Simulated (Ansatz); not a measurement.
Two isomers of C4H6O: A = `CC1=COC1`, B = `C=C(C)C=O`.

Computed with Ansatz on PBE0-D4/def2-TZVP structures; ΔE is electronic, products minus reactants. CCSD(T)/CBS adds triple-zeta CCSD(T) − MP2 to the extrapolated MP2 energy (def2 sets, frozen cores). Functionals use def2-TZVPP. B3LYP here is the variant with VWN-RPA as its local correlation; programs differ in this. Each species was taken in one conformer, which may not be the lowest.

Which is lower in electronic energy at CCSD(T)/CBS, and by how much? (An estimate is asked.)

Ansatz gave: B, by 121.6 kJ/mol.

Give E(B) − E(A) in kJ/mol with B2PLYP, CCSD(T)/def2-TZVPP, HF/def2-TZVPP, B3LYP, ωB97M-V, r2SCAN-D4, MP2/def2-TZVPP. (Best estimate.)

Computed: B2PLYP -129.9, CCSD(T)/def2-TZVPP -123.6, HF/def2-TZVPP -147.4, B3LYP -131.5, ωB97M-V -117.7, r2SCAN-D4 -122.1, MP2/def2-TZVPP -119.8. None reverses the order clearly.

Largest T1 diagnostic: 0.014.

In def2-TZVPP, CCSD(T) changes the Hartree–Fock value by +23.7 kJ/mol (the triples alone add +0.3 kJ/mol) and MP2 by +27.6 kJ/mol. From PBE to PBE0 (25 % exact exchange), in def2-TZVPP and without D4, E(B) − E(A) moves by +3.1 kJ/mol.
